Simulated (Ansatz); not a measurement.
Reaction (SMILES): F[B]F → B atom + 2 F atom
B3LYP-D3(BJ)/def2-TZVP geometries, fixed; electronic energies without zero-point terms.

Basis-set convergence of the atomisation energy at PBE with Ansatz (an electronic-structure program). Cartesian d functions, on some or all atoms, in 6-31G**; all else is spherical. The program fits the integrals of some runs and decomposes those of others, by size. Open shells are unrestricted. No added dispersion term, no relativity. Functions are those of the species that has most. Reference: the value in aug-pcseg-3, 310.59 kcal/mol, itself unsure by roughly 0.18 kcal/mol (its mean distance from aug-cc-pVQZ, cc-pV5Z, def2-QZVPPD). Deviations are taken from unrounded values.

```tsv
basis	functions	atomisation energy (kcal/mol)	minus reference (kcal/mol)
3-21G	27	308.94	-1.65
pcseg-0	27	297.36	-13.23
cc-pVDZ	42	305.13	-5.46
pcseg-1	42	306.21	-4.38
6-31G**	45	314.82	4.24
6-311G**	54	306.55	-4.03
6-311+G**	66	302.06	-8.53
aug-pcseg-1	69	305.62	-4.97
cc-pVTZ	90	312.01	1.43
def2-TZVPP	93	310.38	-0.20
6-311++G(3df,3pd)	117	311.37	0.79
aug-pcseg-2	138	310.71	0.12
cc-pVQZ	165	311.69	1.10
def2-QZVPP	171	310.21	-0.38
def2-QZVPPD	195	310.09	-0.50
aug-cc-pVQZ	240	310.55	-0.03
aug-pcseg-3	255	310.59	0.00
cc-pV5Z	273	310.57	-0.02
```
